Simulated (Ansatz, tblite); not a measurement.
**The cluster BN₂−: rung by rung**

An exercise on one series of results from a longer session: the logs are not shown, and one member is left open.

Computed with Ansatz 0.2.0, Gaussian basis. Level: as each input shows.

Levels to be run: GFN1-xTB, GFN2-xTB, PBE-D4/def2-TZVPD, r2SCAN-D4/def2-TZVPD, PBE-QIDH/def2-TZVPD, r2SCAN0-D4/def2-TZVPD, ωB97M-V/def2-TZVPD, BLYP-D4/def2-TZVPD, revPBE-D4/def2-TZVPD, PBE-D4/def2-SVPD, PBE0-D4/def2-SVPD, HF/STO-3G, HF/6-31G, B3LYP-D4/6-31G, CCSD(T)/def2-TZVPPD, MP2/def2-TZVPD, RPA/def2-TZVPD.

## The structure

The singlet was relaxed beforehand with PBE0-D4/def2-TZVPD. At that level it is the lowest of the isomers that a small search found.

3 atoms, charge -1, spin multiplicity 1.

Bond lengths: B1–N2 1.490 Å, B1–N3 1.490 Å, N2–N3 1.263 Å. Angles: N2–B1–N3 50.2°, B1–N2–N3 64.9°, B1–N3–N2 64.9°.

The ion is computed in the gas phase, without counter-ions or solvent.

PBE0-D4/def2-TZVPD was run before; its log isn't repeated, and its numbers join the tables.

The first run:

Tight binding, by tblite at 300 K electronic temperature and without a spin-polarisation term:

```python
tblite.interface.Calculator('GFN1-xTB', numbers, positions, charge=-1, uhf=0).singlepoint()
```

Tight binding, by tblite at 300 K electronic temperature and without a spin-polarisation term:

```python
tblite.interface.Calculator('GFN2-xTB', numbers, positions, charge=-1, uhf=0).singlepoint()
```

start.molden holds the orbitals of an earlier run on this state, given as this run's starting guess.

Input file in.yaml:

```yaml
crystal:
  periodic: [false, false, false]
  atoms:
    - {symbol: B, position_ang: [0.897414, 0.064643, 0.011755]}
    - {symbol: N, position_ang: [-0.403090, -0.662031, -0.025569]}
    - {symbol: N, position_ang: [-0.494324, 0.597388, 0.013804]}
basis:
  gaussian: {orbitals: def2-TZVPD, initial_orbitals: start.molden}
total_charge: -1
hamiltonian: {xc: pbe, dispersion: d4}
scf: {omitted_lower_state_checks: [starts]}
output: {orbitals: {seedname: orbitals}}
```

Started as:

```
> ansatz run in.yaml --threads 4 --pin off --events-out ev --progress --plain --max-ram 3916MiB
```

Among the steps run: PBE-D4/def2-TZVPD; r2SCAN-D4/def2-TZVPD; PBE-QIDH/def2-TZVPD; r2SCAN0-D4/def2-TZVPD; ωB97M-V/def2-TZVPD; BLYP-D4/def2-TZVPD; revPBE-D4/def2-TZVPD; PBE-D4/def2-SVPD; PBE0-D4/def2-SVPD; HF/STO-3G; HF/6-31G; B3LYP-D4/6-31G; CCSD(T)/def2-TZVPPD; MP2/def2-TZVPD; RPA/def2-TZVPD.

One table of the session follows, with a row left open; its other results are not shown here.

It belongs to the step «Levels side by side». 

```
                level  LUMO (eV)  gap (eV)
            HF/STO-3G      15.99     13.08
             HF/6-31G       9.80     11.30
     PBE-D4/def2-SVPD       2.71      1.40
    PBE-D4/def2-TZVPD       2.64      1.49
 revPBE-D4/def2-TZVPD       2.74      1.56
   BLYP-D4/def2-TZVPD       2.78      1.55
 r2SCAN-D4/def2-TZVPD       2.91      1.92
       B3LYP-D4/6-31G       4.85      2.95
    PBE0-D4/def2-SVPD          ?         ?
   PBE0-D4/def2-TZVPD       4.04      3.88
r2SCAN0-D4/def2-TZVPD       4.19      4.15
   ωB97M-V/def2-TZVPD       5.02      7.02
```

Estimate the missing values for PBE0-D4/def2-SVPD.

As computed: LUMO (eV): 4.09; gap (eV): 3.81. In the column «LUMO (eV)» it lies between PBE0-D4/def2-TZVPD (4.04) and r2SCAN0-D4/def2-TZVPD (4.19).
